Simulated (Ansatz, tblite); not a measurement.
Zinc-blende AlAs: properties by level of theory

Reference values: lattice constant a 5.649 Å (measured, static lattice: zero-point anharmonic expansion removed; as tabulated in Mejia-Rodriguez and Trickey (2018), arXiv:1807.09216); elastic constant C11 120 ± 1 GPa (measured, temperature not stated, not corrected to a static lattice; as tabulated in Krieger et al. (1995), doi:10.1063/1.114098); elastic constant C44 56.6 ± 0.7 GPa (measured, temperature not stated, not corrected to a static lattice; as tabulated in Krieger et al. (1995), doi:10.1063/1.114098).

```json
[
 {"level (code)": "GFN2-xTB (tblite)", "lattice parameter a (Å)": "5.785", "elastic constant C11 (GPa)": "80.7", "elastic constant C44 (GPa)": "36.1"},
 {"level (code)": "LDA (Ansatz)", "lattice parameter a (Å)": "5.629", "elastic constant C11 (GPa)": "___", "elastic constant C44 (GPa)": "___"},
 {"level (code)": "PBE0 (Ansatz)", "lattice parameter a (Å)": "___", "elastic constant C11 (GPa)": "117", "elastic constant C44 (GPa)": "57.3"}
]
```

Some entries are withheld; supply them.


- LDA (Ansatz, a quantum-chemistry and plane-wave program), elastic constant C11 (GPa): 113
- LDA (Ansatz), elastic constant C44 (GPa): 53.8
- PBE0 (Ansatz), lattice parameter a (Å): 5.680

Differences from the reference values (errors of the level alone only where the reference is corrected to a static lattice):

```
level     lattice constant a (%)  elastic constant C11 (%)  elastic constant C44 (%)
--------  ----------------------  ------------------------  ------------------------
GFN2-xTB                   +2.41                       -33                       -36
LDA                        -0.35                      -5.8                      -4.9
PBE0                       +0.55                      -2.5                      +1.2
```

Nearest: lattice constant a, LDA or PBE0; elastic constant C11, not ranked (reference at room or unstated temperature); elastic constant C44, not ranked (reference at room or unstated temperature).

Caveats: the method was fitted mainly to molecules (GFN2-xTB); the run uses a supercell at the zone centre in place of a k mesh (GFN2-xTB). Ansatz's density-functional and Hartree–Fock values are scalar-relativistic unless marked +SOC, with PAW data made under PBE.

Differences are worked out from the printed values.

Computed values are for the static lattice.
